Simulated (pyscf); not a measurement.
PySCF, gas phase, ωB97X-D3(BJ)/def2-SVP geometries. Correlated levels are frozen-core, on RHF or UHF. ΔMP2 is the change of the MP2 total energy from the triple- to the quadruple-zeta basis.

### Question
How much does it cost (ΔH, 298 K, CCSD(T)/def2-TZVPP + ΔMP2(QZVPP)) to split HS–GeH₂–Cl at its Ge–S bond into SH• + Cl–GeH₂•?

### Answer
Ge–S to SH• + Cl–GeH₂•: 80.2 kcal/mol. The CCSD(T) − MP2 part came from Ansatz, without density fitting, on the same reference. The frozen core leaves the outer d or s,p core shells of the metals and heavy elements correlated in the MP2 and CC values, and def2-TZVPP describes them poorly, which can shift differences by a few kcal/mol. Left out: the spin-orbit lowering of SH. Elements up to Kr have no core potential and no relativistic terms here.
